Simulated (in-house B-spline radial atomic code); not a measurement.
Ar. Computed with a B-spline radial atomic code. Model: non-relativistic spherical atom: semilocal Troullier-Martins pseudo-atom, one channel per l, against all electrons, high spin, G0W0 and RPA with empty states to l = 8, local potential for every l without a channel, a model core (radius 0 = none) keeps its share of the functional.

What the tables leave out is listed at the end.

The pseudopotential gives back the lowest level of each angular momentum of its own functional in the configuration it was made in; a second state of the same l is only approximately right. Exact exchange, RPA and GW see the smooth pseudo-orbitals and miss the exchange with the core, for which the functional's share stands in. The column with an uncorrelated core keeps all orbitals and exact exchange, and so separates missing core correlation from pseudisation. Only the three outermost levels and the lowest empty one were computed. RPA here is direct RPA, with no exchange kernel, and its energies carry an (l + 1/2)⁻⁴ tail. A hybrid on a potential with a model core restores only its own semilocal share of the core's exchange.

Command:
```bash
python run_psgw.py task.json out
```
Settings (lengths in bohr, energies in hartree):
```
Z                      18
electrons              18
configuration          [Ne] 3s2 3p6
generated_in           [Ne] 3s2 3p6
functional             lda,vwn
core_shells            3
radius_factor          1.3
core_correction        False
```

Cost of the run: 20 s on 1 thread of Arm Neoverse N1, on a shared host.

Given: made with LDA VWN5; model core radius 0 bohr; local radius 1.56 bohr; mean-field start LDA VWN5.

Valence shells of the generating configuration: 3s, 3p.

Channel: s 1.54, p 1.674 (radii in bohr).

Computed: largest level miss in the spin-unpolarised generating configuration 0 eV; valence RPA correlation energy pseudo -0.40899 hartree; all-electron RPA polarisability, core included 10.622 bohr³; pseudo-atom RPA polarisability 10.415 bohr³.

```
level  occupied  mean-field all-electron (eV)  mean-field pseudo minus all (eV)  G0W0 all-electron (eV)  G0W0 uncorrelated core minus all (eV)  G0W0 pseudo minus all (eV)  exchange self-energy all-electron (eV)  exchange self-energy pseudo (eV)
   3p         1                       -10.404                                 0                 -15.497                                  0.109                      -0.189                                 -23.827                           -21.385
```

(1) What is the valence RPA correlation energy all-electron orbitals?

Given: mean-field start PBE0.

Computed: valence RPA correlation energy all-electron orbitals -0.39888 hartree; all-electron RPA polarisability, core included 9.2297 bohr³; pseudo-atom RPA polarisability 8.9332 bohr³.

| level | occupied | mean-field all-electron (eV) | mean-field pseudo minus all (eV) | G0W0 all-electron (eV) | G0W0 uncorrelated core minus all (eV) | G0W0 pseudo minus all (eV) | exchange self-energy all-electron (eV) | exchange self-energy pseudo (eV) |
| --- | --- | --- | --- | --- | --- | --- | --- | --- |
| 3p | 1 | -11.979 | -0.048 | -15.759 | 0.11 | -0.05 | -23.813 | -21.568 |

(2) What is the valence RPA correlation energy pseudo?

Given: mean-field start Hartree-Fock.

Computed: valence RPA correlation energy all-electron orbitals -0.32979 hartree; valence RPA correlation energy pseudo -0.32229 hartree; pseudo-atom RPA polarisability 6.7906 bohr³.

```
level  occupied  mean-field all-electron (eV)  mean-field pseudo minus all (eV)  G0W0 all-electron (eV)  G0W0 uncorrelated core minus all (eV)  G0W0 pseudo minus all (eV)  exchange self-energy all-electron (eV)  exchange self-energy pseudo (eV)
   3p         1                       -16.082                              -0.1                 -16.309                                  0.109                       0.051                                 -23.633                           -21.591
   3s         1                       -34.759                             0.094                 -31.515                                  0.094                      -0.086                                 -31.262                           -28.131
```

(3) What is the all-electron RPA polarisability, core included?

Answers

(1) -0.43141 hartree.

(2) -0.38252 hartree.

(3) 7.0495 bohr³.

Among the listed levels the largest G0W0 shift of the pseudo-atom is -0.19 eV, for 3p on the LDA VWN5 start, while leaving the core uncorrelated moves that level by +0.11 eV. So pseudisation and the lost core exchange, not the missing core correlation, make the error. Not in the tables (levels of low weight, unsolved or above zero; the highest and the empty levels are kept at any weight): on LDA the G0W0 levels 3s (pseudo minus all -1.67 eV, weights 0.16 and 0.06); on PBE0 the G0W0 levels 3s (pseudo minus all +0.53 eV, weights 0.23 and 0.15).
